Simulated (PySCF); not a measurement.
Potential energy curve for LiH, singlet.

- RKS-TPSSh = restricted TPSSh/cc-pVTZ (PySCF)
- RHF/cc-pVTZ (PySCF)
- UHF/cc-pVTZ (PySCF)

Magnitude of the dipole moment (D; its direction can reverse along the curve, and a method can change to another solution) and Mulliken charge of the fragment that holds Li1:

| R / Å | μ RKS-TPSSh | q RKS-TPSSh | μ RHF | q RHF | μ UHF | q UHF |
|---|---|---|---|---|---|---|
| 1.21 | 5.10 | 0.03 | 5.22 | 0.12 | 5.22 | 0.12 |
| 1.28 | 5.20 | 0.07 | 5.34 | 0.16 | 5.34 | 0.16 |
| 1.35 | 5.31 | 0.10 | 5.46 | 0.18 | 5.46 | 0.18 |
| 1.45 | 5.48 | 0.14 | 5.66 | 0.22 | 5.66 | 0.22 |
| 1.50 | 5.57 | 0.16 | 5.76 | 0.23 | 5.76 | 0.23 |
| 1.54 | 5.64 | 0.17 | 5.85 | 0.25 | 5.85 | 0.25 |
| 1.60 | 5.75 | 0.19 | 5.98 | 0.26 | 5.98 | 0.26 |
| 1.65 | 5.85 | 0.20 | 6.10 | 0.27 | 6.10 | 0.27 |
| 1.69 | 5.93 | 0.21 | 6.20 | 0.28 | 6.20 | 0.28 |
| 1.74 | 6.03 | 0.22 | 6.32 | 0.29 | 6.32 | 0.29 |
| 1.86 | 6.28 | 0.24 | 6.62 | 0.31 | 6.62 | 0.31 |
| 1.99 | 6.55 | 0.26 | 6.97 | 0.32 | 6.97 | 0.32 |
| 2.14 | 6.86 | 0.28 | 7.39 | 0.34 | 7.39 | 0.34 |
| 2.42 | 7.41 | 0.30 | 8.20 | 0.36 | 6.08 | 0.23 |
| 2.63 | 7.78 | 0.31 | 8.82 | 0.37 | 4.22 | 0.14 |
| 2.89 | 8.16 | 0.32 | 9.61 | 0.39 | 2.66 | 0.07 |
| 3.18 | 8.48 | 0.33 | 10.47 | 0.40 | 1.58 | 0.04 |
| 3.55 | 8.76 | 0.33 | 11.54 | 0.42 | 0.81 | 0.02 |
| 3.92 | 8.97 | 0.34 | 12.54 | 0.44 | 0.41 | 0.01 |
| 4.31 | 9.16 | 0.34 | 13.51 | 0.46 | 0.20 | 0.00 |
| 4.75 | 9.37 | 0.34 | 14.48 | 0.47 | 0.08 | 0.00 |
| 5.55 | 9.82 | 0.33 | 15.95 | 0.49 | 0.02 | 0.00 |
| 6.33 | 10.40 | 0.33 | 17.20 | 0.50 | 0.00 | 0.00 |

At the longest distance RKS-TPSSh leaves fractional charges on the fragments, a sign of delocalisation error or of the restricted form. The restricted form behind RKS-TPSSh, RHF keeps the bonding electrons paired and can't separate into open-shell fragments. The unrestricted determinant behind UHF is spin-contaminated at 2.42 to 6.33 Å (<S²> up to 1.0, against 0.00 for a pure singlet).
